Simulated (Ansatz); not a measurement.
# LiPH₂+ (doublet): the correlation ladder, def2-TZVPP

One table from this session's results is given with a row withheld; the runs are named, their logs left out.

Computed with Ansatz 0.2.0, Gaussian basis. Level: def2-TZVPP, core rule «outside noble gas», up to 6 orbitals frozen.

To be run: UHF; ROHF; CCSD(T) on UHF.

2 further runs of the same task are left out: 2 set aside as unsound or not needed.

## The geometry

The geometry is a PBE0/def2-TZVP stationary point (not a proven minimum) of the parent state, kept for this charge and spin.

4 atoms, charge 1, spin multiplicity 2.

Atoms are counted from 1 here; the program's logs count them from 0.

Bond lengths: P1–H3 1.430 Å, P1–H4 1.420 Å. Angles: H3–P1–H4 93.2°.

Set-up of the first run:

Contents of in.yaml:

```yaml
crystal:
  periodic: [false, false, false]
  atoms:
    - {symbol: P, position_ang: [0.000000, 0.027316, 0.488956]}
    - {symbol: Li, position_ang: [0.000000, -0.001113, -2.577448]}
    - {symbol: H, position_ang: [0.000000, 0.504297, 1.836882]}
    - {symbol: H, position_ang: [0.000000, -1.336050, 0.886751]}
basis:
  gaussian: {orbitals: def2-TZVPP}
total_charge: 1
magnetization: {spin_polarized: true, initial_magnetization: 1}
hamiltonian: {xc: hf}
output: {orbitals: {seedname: orbitals}}
```

Command:

```bash
$ ansatz run in.yaml --threads 1 --pin off --events-out ev --progress --plain --max-ram 2816MiB --backend cpu
```

Among the steps run: UHF; ROHF; CCSD(T) on UHF.

One of the session's tables, all rows but one given; the rest of the session is left out.

It belongs to the step «Misses and costs». 

```
  method  from UCCSD(T) (kcal/mol)
    ROHF                   +109.60
     UHF                         ?
    UMP2                    +20.28
   UCCSD                     +3.52
UCCSD(T)                         0
```

Q: Estimate the row for UHF from the others.

**Answer.** from UCCSD(T) (kcal/mol): +106.10. In the column «from UCCSD(T) (kcal/mol)» it lies between UMP2 (+20.28) and ROHF (+109.60).
